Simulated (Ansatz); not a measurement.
# C₄H₆O₂: up Jacob's ladder to CCSD(T)

An exercise on one series of results from a longer session: the logs are not shown, and one member is left open.

Method: functionals in def2-TZVPP, the program's frozen cores in correlated methods; program: Ansatz 0.2.0, Gaussian basis.

Plan: PBE-D4, r2SCAN-D4, PBE0-D4, B3LYP-D4, ωB97X-V, ωB97M-V, B2PLYP; CCSD(T)/def2-TZVPP; MP2/def2-QZVPP; extrapolation to the limit.

### The geometry

All runs share one geometry, relaxed beforehand with PBE0-D4 in a triple-zeta def2 set.

SMILES `C=CCC(=O)O`, 12 atoms, charge 0, spin multiplicity 1.

Atoms are counted from 1 here; the program's logs count them from 0.

Bond lengths: C1–C2 1.324 Å, C1–H7 1.084 Å, C1–H8 1.082 Å, C2–C3 1.496 Å, C2–H9 1.088 Å, C3–C4 1.503 Å, C3–H10 1.094 Å, C3–H11 1.099 Å, C4–O5 1.200 Å, C4–O6 1.346 Å, O6–H12 0.968 Å. Angles: C2–C1–H7 120.0°, C2–C1–H8 122.2°, H7–C1–H8 117.8°, C1–C2–C3 128.2°, C1–C2–H9 118.7°, C3–C2–H9 113.1°, C2–C3–C4 117.9°, C2–C3–H10 110.1°, C2–C3–H11 109.3°, C4–C3–H10 108.3°, C4–C3–H11 105.8°, H10–C3–H11 104.7°, C3–C4–O5 127.1°, C3–C4–O6 110.8°, O5–C4–O6 122.1°, C4–O6–H12 106.4°.

Set-up of the first run:

File in.yaml:

```yaml
crystal:
  periodic: [false, false, false]
  atoms:
    - {symbol: C, position_ang: [-0.591446, 1.000257, 1.525414]}
    - {symbol: C, position_ang: [-1.147883, 0.455647, 0.454225]}
    - {symbol: C, position_ang: [-0.489628, -0.343077, -0.626222]}
    - {symbol: C, position_ang: [0.991822, -0.573784, -0.525909]}
    - {symbol: O, position_ang: [1.643196, -0.669822, 0.477308]}
    - {symbol: O, position_ang: [1.536759, -0.713472, -1.748848]}
    - {symbol: H, position_ang: [-1.197563, 1.571761, 2.218649]}
    - {symbol: H, position_ang: [0.460543, 0.885867, 1.750836]}
    - {symbol: H, position_ang: [-2.215466, 0.590660, 0.294621]}
    - {symbol: H, position_ang: [-0.701997, 0.100672, -1.602974]}
    - {symbol: H, position_ang: [-0.945146, -1.342423, -0.668116]}
    - {symbol: H, position_ang: [2.474709, -0.907487, -1.609884]}
basis:
  gaussian: {orbitals: def2-TZVPP}
hamiltonian: {xc: pbe, dispersion: d4}
output: {forces: true, orbitals: {seedname: orbitals}}
```

Steps of the session up to this table: PBE-D4 (GGA); r2SCAN-D4 (meta-GGA); PBE0-D4 (hybrid); B3LYP-D4 (hybrid); ωB97X-V (range-separated); ωB97M-V (range-separated); B2PLYP (double hybrid); CCSD(T) in def2-TZVPP; MP2 in def2-QZVPP.

One table of the session follows, with a row left open; its other results are not shown here.

```
            method  atoms, summed (eV)  atomisation energy (eV)
            PBE-D4                   ?                        ?
         r2SCAN-D4           -8284.465                   54.141
           PBE0-D4           -8279.470                   54.300
          B3LYP-D4           -8289.769                   53.860
           ωB97X-V           -8286.579                   53.902
           ωB97M-V           -8285.991                   54.052
            B2PLYP           -8283.244                   53.406
     HF/def2-TZVPP           -8255.935                   38.470
    MP2/def2-TZVPP           -8270.841                   53.807
   CCSD/def2-TZVPP           -8273.966                   51.478
CCSD(T)/def2-TZVPP           -8274.342                   52.457
           MP2/CBS           -8273.669                   55.165
       CCSD(T)/CBS           -8277.170                   53.815
```

Estimate the missing values for PBE-D4.

**Answer.** atoms, summed (eV): -8277.729; atomisation energy (eV): 55.736. In the column «atoms, summed (eV)» it lies between PBE0-D4 (-8279.470) and CCSD(T)/CBS (-8277.170).

Caveats from the session: Free atoms (4 C, 2 O, 6 H) were run apart at each level; the atomisation energy is their sum less the molecule, without zero-point or spin-orbit terms.
